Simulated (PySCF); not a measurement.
## Working out the ionisation energy of N

N [He] 2s2 2p3 (4S) → N⁺ [He] 2s2 2p2 (3P). All numbers are calculated (PySCF 2.14, the spin-free X2C one-electron Hamiltonian (Gaussian nucleus), in x2c-QZVPPall). Frozen: 1s2. Energies in hartree (1 hartree = 27.21139 eV):

```csv
part,N (lower),N⁺ (upper)
UHF,-54.433700,-53.923349
CCSD correlation,-0.117871,-0.096933
(T),-0.002805,-0.001819
```

**Question.** What does Hartree-Fock give?

**Answer.** (-53.923349) − (-54.433700) = 0.510351 hartree = 13.887 eV.

**Question.** What do CCSD and CCSD(T) give?

**Answer.** The CCSD correlation energies differ by 0.020938 hartree = 0.570 eV and the triples by 0.000986 hartree = 0.027 eV, so CCSD gives 14.457 eV and CCSD(T) 14.484 eV.

Measured between the centres of the two terms (NIST): 14.545 eV, so CCSD(T) (valence) is off by -0.061 eV.

What remains against the reference includes basis incompleteness, the frozen core and higher excitations.
